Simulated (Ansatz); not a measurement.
Input for Ansatz (development build ahead of 0.2.0):

```yaml
crystal:
  periodic: [false, false, false]
  atoms:
    - { symbol: C, position_ang: [1.20792, 0.0, 0.0] }
    - { symbol: C, position_ang: [0.37327, 1.1488, 0.0] }
    - { symbol: C, position_ang: [-0.97723, 0.71, 0.0] }
    - { symbol: C, position_ang: [-0.97723, -0.71, 0.0] }
    - { symbol: C, position_ang: [0.37327, -1.1488, 0.0] }
    - { symbol: C, position_ang: [2.61792, 0.0, 0.0] }
    - { symbol: H, position_ang: [3.16792, 0.93, 0.0] }
    - { symbol: H, position_ang: [3.16792, -0.93, 0.0] }
    - { symbol: H, position_ang: [0.70855, 2.1807, 0.0] }
    - { symbol: H, position_ang: [-1.85501, 1.34775, 0.0] }
    - { symbol: H, position_ang: [-1.85501, -1.34775, 0.0] }
    - { symbol: H, position_ang: [0.70855, -2.1807, 0.0] }
basis:
  gaussian: { orbitals: def2-TZVP }
magnetization:
  initial_magnetization: 2
hamiltonian:
  xc: { name: wB97X }
```

The input is written out in the form of the current development build from the run's settings.

Results

```yaml
Converged: yes
Total_energy: -232.13365 hartree
Spin_squared_of_the_determinant: 2.000
Stability_test: minimum among restricted orbitals
```

Caution: another spin multiplicity may lie lower.
